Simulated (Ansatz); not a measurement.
Antiferromagnetic bcc Cr, treated with revPBE (Ansatz, a first-principles code, PAW).

Run with plane-wave cutoff 520 eV, 20×20×20 k mesh, Fermi–Dirac smearing 0.05 eV, spin-polarised with opposed moments, scalar-relativistic PAW data made under PBE.

Results at a series of volumes:

```json
[
 {"V (Å³/atom)": "11.389", "E − E_lowest (meV/atom)": "23.86", "P (GPa)": "11.49"},
 {"V (Å³/atom)": "11.631", "E − E_lowest (meV/atom)": "9.95", "P (GPa)": "7.02"},
 {"V (Å³/atom)": "11.874", "E − E_lowest (meV/atom)": "2.31", "P (GPa)": "3.20"},
 {"V (Å³/atom)": "12.116", "E − E_lowest (meV/atom)": "0.00", "P (GPa)": "-0.07"},
 {"V (Å³/atom)": "12.358", "E − E_lowest (meV/atom)": "2.26", "P (GPa)": "-2.85"},
 {"V (Å³/atom)": "12.601", "E − E_lowest (meV/atom)": "8.40", "P (GPa)": "-5.21"},
 {"V (Å³/atom)": "12.843", "E − E_lowest (meV/atom)": "17.84", "P (GPa)": "-7.21"}
]
```

Task: Estimate the bulk modulus and its pressure derivative from these points.

Result: V0 = 12.111 Å³/atom, B0 = 151 GPa, B′ = 7.0 (fit to the energies at full precision).

Measured, for comparison: bulk modulus 194 GPa (corrected for temperature and zero-point phonon effects, our sources range from 174 to 205; as tabulated in Levämäki et al. (2014), arXiv:1402.3671); equilibrium volume per atom 11.91 Å³/atom (corrected for temperature and zero-point phonon effects; as tabulated in Levämäki et al. (2014), arXiv:1402.3671). Computed (rounded) less measured: bulk modulus not scored (sources differ), equilibrium volume per atom +1.7 %.

Note: the commensurate order stands in for chromium's spin-density wave, and the size of the moments varies much between levels; the collinear magnetic order is the start's and need not be the measured one.
